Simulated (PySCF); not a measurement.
# CH+: from the state search to spectroscopic constants

One table from this session's results is given with a row withheld; the runs are named, their logs left out.

Computed with PySCF 2.14.0. Level: H def2-TZVPPD, C def2-TZVPPD, no relativity.

The first run:

Settings of the job:

| Property | Result |
| --- | --- |
| atoms | H, C |
| charge | 1 |
| basis | H def2-TZVPPD, C def2-TZVPPD |
| Hamiltonian | no relativity |
| basis functions | 54 |
| electrons treated | 6 |
| masses in u | 1.0078, 12.0000 |
| levels | PBE0, PBE, r²SCAN, TPSSh, BP86, M06, PW91, PBEsol, LC-ωPBE, HF, MP2, SCS-MP2, CCSD, CCSD(T) |
| grid | 80 radial by 434 angular points |
| occupations | held fixed by the projection of orbital angular momentum |
| dissociation limit | H + C+, each in its ground configuration |
| starting distance in angstrom | 1.130 |
| values of 2S to try | 0, 2 |

Started as:

```bash
$ OMP_NUM_THREADS=1 python dia.py task.json out
```

Among the steps run: Set-up; First curve: PBE0; Higher solutions at PBE0; PBE (GGA); r²SCAN; TPSSh (hybrid meta-GGA); BP86; M06 (hybrid meta-GGA); PW91; PBEsol; LC-ωPBE (range-separated hybrid); RHF (mean field); Correlated methods on the Hartree–Fock reference.

One table of the session follows, with a row left open; its other results are not shown here.

It belongs to the step «The curves together». Energy (eV) from each level's lowest point:

| R (Å) | RHF | RHF-MP2 | RHF-SCS-MP2 | RHF-CCSD | RHF-CCSD(T) |
| --- | --- | --- | --- | --- | --- |
| 0.980 | 0.362 | 0.399 | 0.402 | n/a | n/a |
| 1.026 | 0.142 | 0.167 | 0.169 | 0.185 | 0.188 |
| 1.072 | 0.029 | 0.041 | 0.042 | 0.053 | 0.054 |
| 1.106 | 0.000 | 0.001 | 0.002 | 0.007 | 0.008 |
| 1.140 | 0.010 | 0.000 | 0.000 | 0.000 | 0.000 |
| 1.174 | 0.053 | 0.030 | 0.029 | 0.024 | 0.023 |
| 1.220 | 0.150 | 0.111 | 0.108 | 0.094 | 0.091 |
| 1.277 | ? | ? | ? | ? | ? |
| 1.345 | 0.580 | 0.489 | 0.482 | 0.438 | 0.431 |
| 1.436 | 0.981 | 0.847 | 0.835 | n/a | n/a |

**Question.** Estimate the row for R (Å) = 1.277.

Worked estimate for «RHF». A straight line through the neighbours (1.220, 0.150) and (1.345, 0.580) gives 0.150 + (0.580 − 0.150) × (1.277 − 1.220) / (1.345 − 1.220) = 0.346; a parabola fitted to 4 rows on both sides gives 0.327.

The run gave: RHF: 0.322; RHF-MP2: 0.260; RHF-SCS-MP2: 0.255; RHF-CCSD: 0.229; RHF-CCSD(T): 0.224. In «RHF» the line misses by +0.024 and the parabola by +0.005.
